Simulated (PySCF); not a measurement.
Process, species as SMILES: S (H2S) + H+ → [SH3+]
B3LYP-D3(BJ)/def2-TZVP geometries, fixed; electronic energies without zero-point terms; positive where energy is released.

Basis-set convergence of the proton affinity at HF with PySCF. All functions are spherical. Density fitting with generated auxiliary sets. No added dispersion term, no relativity. Functions are those of the species that has most. Reference: the value in aug-pcseg-3, 176.85 kcal/mol, itself unsure by roughly 0.11 kcal/mol (its mean distance from aug-cc-pV(Q+d)Z, def2-QZVPPD, pcseg-3). Deviations are taken from unrounded values.

```tsv
basis	functions	proton affinity (kcal/mol)
def2-SVP	33	175.76
def2-SVPD	51	174.42
pcseg-1	33	174.03
aug-pcseg-1	54	174.90
cc-pV(D+d)Z	38	176.18
aug-cc-pV(D+d)Z	59	175.34
6-311G**	44	175.15
6-311+G**	48	175.08
def2-TZVP	55	176.60
def2-TZVPD	73	176.42
pcseg-2	76	176.37
aug-pcseg-2	119	176.33
cc-pV(T+d)Z	81	176.74
aug-cc-pV(T+d)Z	124	176.51
def2-TZVPP	84	176.80
def2-TZVPPD	102	176.60
cc-pV(Q+d)Z	154	176.77
aug-cc-pV(Q+d)Z	227	176.69
def2-QZVPP	160	176.77
def2-QZVPPD	178	176.71
pcseg-3	163	176.87
aug-pcseg-3	236	176.85
```

What the diffuse functions change, pair by pair:
- def2-SVP to def2-SVPD: 18 more functions, deviation -1.09 to -2.43 kcal/mol
- pcseg-1 to aug-pcseg-1: 21 more functions, deviation -2.82 to -1.95 kcal/mol
- cc-pV(D+d)Z to aug-cc-pV(D+d)Z: 21 more functions, deviation -0.67 to -1.51 kcal/mol
- 6-311G** to 6-311+G**: 4 more functions, deviation -1.70 to -1.77 kcal/mol
- def2-TZVP to def2-TZVPD: 18 more functions, deviation -0.25 to -0.43 kcal/mol
- pcseg-2 to aug-pcseg-2: 43 more functions, deviation -0.48 to -0.51 kcal/mol
- cc-pV(T+d)Z to aug-cc-pV(T+d)Z: 43 more functions, deviation -0.11 to -0.33 kcal/mol
- def2-TZVPP to def2-TZVPPD: 18 more functions, deviation -0.05 to -0.25 kcal/mol
- cc-pV(Q+d)Z to aug-cc-pV(Q+d)Z: 73 more functions, deviation -0.08 to -0.16 kcal/mol
- def2-QZVPP to def2-QZVPPD: 18 more functions, deviation -0.08 to -0.14 kcal/mol
- pcseg-3 to aug-pcseg-3: 73 more functions, deviation 0.02 to 0.00 kcal/mol

Leaving out the reference's own pair, they bring the value nearer the reference by more than 0.11 kcal/mol in 1 of 10 pairs.
